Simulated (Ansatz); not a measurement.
# N2: interaction energy of a dimer with the counterpoise correction in Python

How strongly do two molecules of N2 bind, and how much of that is basis error? Wanted for N2: the interaction energy of a dimer with the counterpoise correction.

All numbers are computed with the Python package of Ansatz 0.2.0. Level of theory: B3LYP/cc-pVDZ.

## (1) Starting point

Bond lengths: N1–N2 1.310 Å.

The script holds or builds the structure itself.

## (2) The code

run_dimer.py reads:

```python
# -*- coding: utf-8 -*-
'''Binding of a N2 dimer at a trial geometry.'''

import ansatz as az

config = {
    'basis': 'cc-pVDZ',
    'functional': 'b3lyp',
}

FIRST = [
    ('N', (0.0, 0.0, -0.655)),
    ('N', (0.0, 0.0, 0.655)),
]
SECOND = [
    ('N', (-1.9419, -1.4477, -2.6472)),
    ('N', (-2.4673, -0.5674, -1.8316)),
]

def energy(atoms, ghosts=()):
    molecule = az.Crystal.molecule()
    for symbol, xyz in atoms:
        molecule = molecule.atom(symbol, xyz)
    calc = (
        molecule.calculation()
        .basis(gaussian=config['basis'])
        .functional(config['functional'])
    )
    deck = calc.input()
    if ghosts:
        deck = deck.set(az.key.basis.gaussian.ghost_atoms, [{'symbol': s, 'position_ang': list(xyz)} for s, xyz in ghosts])
    return az.Session.from_dict(deck).plan().execute().report['free_energy_ev']

# ghost atoms carry the functions of the partner
both = energy(FIRST + SECOND)
alone = energy(FIRST) + energy(SECOND)
ghosted = energy(FIRST, SECOND) + energy(SECOND, FIRST)
print(f'dimer {both:.6f} eV')
print(f'interaction, uncorrected   {23.060548 * (both - alone):8.3f} kcal/mol')
print(f'interaction, counterpoise  {23.060548 * (both - ghosted):8.3f} kcal/mol')
print(f'basis-set superposition    {23.060548 * (alone - ghosted):8.3f} kcal/mol')
```

## (3) What the engine is handed

The engine receives this input (first run):

```yaml
crystal:
  periodic: [false, false, false]
  atoms:
    - { symbol: "N", position_ang: [0.0, 0.0, -0.655] }
    - { symbol: "N", position_ang: [0.0, 0.0, 0.655] }
    - { symbol: "N", position_ang: [-1.9419, -1.4477, -2.6472] }
    - { symbol: "N", position_ang: [-2.4673, -0.5674, -1.8316] }
basis:
  gaussian:
    orbitals: cc-pVDZ
hamiltonian:
  xc: b3lyp
```

## (4) Launch

Launch:

```console
> python run_dimer.py
```

**Question.** How large is the interaction at this pose, and how much of it is basis-set superposition?

**Answer**, as computed:

```
                        quantity           value
 interaction energy, uncorrected  0.853 kcal/mol
interaction energy, counterpoise  1.738 kcal/mol
                   runs compared               5
```

**Reading.** The pair is unbound at this geometry and level. Uncorrected it is 0.853 kcal/mol, with the counterpoise correction 1.738 kcal/mol; the difference, 0.89 kcal/mol, is the superposition error. The pose is repulsive. The dimer is a generated trial pose of unrelaxed monomers, not a minimum, so the figure is no binding energy, and the basis set is small. b3lyp holds the VWN-RPA fit, as in Gaussian; the form of ORCA and Turbomole is b3lyp5. This level lacks the dispersion part of the attraction (electrostatics and induction are there), which can decide the sign where the interaction is weak. The spin state was assumed, and another may lie lower.
